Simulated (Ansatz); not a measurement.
**Which isomer of C3H5O− gives these data?**

These gas-phase data were calculated for one isomer of C3H5O− at PBE0-D3(BJ)/def2-SVPD (harmonic, unscaled wavenumbers; equilibrium rotational constants with average atomic masses):

* rotational constants: 44.01, 4.083, 3.826 GHz
* all wavenumbers above 1500 cm⁻¹: 3118, 3054, 2918, 2914, 2695, 1686

Candidates:

(1) `C=C(C)[O-]`, a singlet
(2) `C/C=C/[O-]`, a singlet
(3) `C/C=C\[O-]`, a singlet

Task: Which structure fits? Where the bands don't settle it, estimate the moments of inertia from typical bond lengths.

Result: Candidate (2). The rotational constants decide: (1) would give 10.45, 9.451, 5.122 GHz; (3) would give 19.77, 5.63, 4.506 GHz.

The same quantities for all candidates:

```tsv
	rotational constants (GHz)	wavenumbers above 1500 cm⁻¹	E above the lowest, PBE0-D3(BJ)/def2-SVPD (kcal/mol)
(1)	10.45, 9.451, 5.122	3215, 3123, 3106, 3092, 3010, 1638	0.0
(2)	44.01, 4.083, 3.826	3118, 3054, 2918, 2914, 2695, 1686	3.4
(3)	19.77, 5.63, 4.506	3133, 3099, 2952, 2933, 2751, 1668	2.3
```

Programs: Ansatz 0.2.0.
